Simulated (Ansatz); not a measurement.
## Worked example: the barrier

An elementary step of AlNH$_{6}$S, closed shell (AlH₃S ([AlH2][SH]) + NH₃ → AlNH₄ ([NH2][AlH2]) + H₂S (still joined by a long Al–S bond); bonds formed: S2–H5; dative contacts that become bonds: Al1–N6; bonds broken: H5–N6; bonds weakened to dative contacts: Al1–S2). “Start” is the structure reached by relaxing down from the saddle towards the reactants; PBE0-D4/def2-TZVP structures. The saddle:

| atom | x (Å) | y (Å) | z (Å) |
| --- | --- | --- | --- |
| Al1 | -0.7921 | -0.1124 | -0.6405 |
| S2 | 1.0199 | 1.6368 | -0.4311 |
| H3 | -0.3326 | -0.9999 | -1.8752 |
| H4 | -2.1363 | 0.7279 | -0.5823 |
| H5 | 0.8275 | 0.6554 | 0.6215 |
| N6 | -0.1569 | -0.6799 | 1.0127 |
| H7 | 1.9397 | 0.8764 | -1.0481 |
| H8 | 0.3446 | -1.5536 | 1.0965 |
| H9 | -0.7141 | -0.5507 | 1.8465 |

Ansatz 0.2.0; basis: def2-TZVPP and def2-QZVPP; cores frozen in the correlated methods.

Energies in eV:

| quantity | saddle | start |
| --- | --- | --- |
| Hartree–Fock, triple zeta (X = 3) | -18978.51409 | -18980.24801 |
| Hartree–Fock, quadruple zeta (X = 4) | -18979.10252 | -18980.83310 |
| MP2 correlation, X = 3 | -14.10301 | -13.69544 |
| MP2 correlation, X = 4 | -15.16627 | -14.75953 |
| CCSD(T) correlation, X = 3 | -15.86528 | -15.49067 |

Q: Work out the barrier at the basis limit: extrapolate Hartree–Fock as E(X) = E∞ + A exp(−7.88 √X) and the MP2 correlation as E(X) = E∞ + B X^−2.97 (the exponents that Neese and Valeev fitted for def2-TZVPP and QZVPP), then add CCSD(T) − MP2 in triple zeta.

A: Each step is linear, so take the differences first (saddle − start): Hartree–Fock 1.73392 (X = 3) and 1.73058 (X = 4); MP2 correlation -0.40757 and -0.40674; CCSD(T) correlation -0.37461.
Two points give E∞ = E(4) + w [E(4) − E(3)], with w = 1/(exp(7.88 (2 − √3)) − 1) = 0.1377 for Hartree–Fock and w = 1/((4/3)^2.97 − 1) = 0.7407 for the correlation.
Hartree–Fock: 1.73058 + 0.1377 × (-0.00334) = 1.7301 eV.
MP2 correlation: -0.40674 + 0.7407 × 0.00083 = -0.4061 eV.
CCSD(T) − MP2: -0.37461 − (-0.40757) = 0.0330 eV.
Sum: 1.7301 + (-0.4061) + 0.0330 = 1.3570 eV, or 31.29 kcal/mol. Plain CCSD(T) in triple zeta gives 1.3593 eV, so the larger basis shifts the result by -0.0023 eV.

The T1 diagnostic stays at or below 0.011.

Labels in which every atom is bracketed show which atoms are joined, not bond orders.

For scale, one of the runs: CCSD(T)/def2-TZVPP, 199 basis functions, launched by `ansatz run in.yaml --threads 2 --pin off --events-out ev --progress --plain --max-ram 4352MiB`. Time: 44 s of wall clock on 2 CPU threads of an Arm Neoverse V1; the host was shared. Peak host memory: 2.2 GiB.
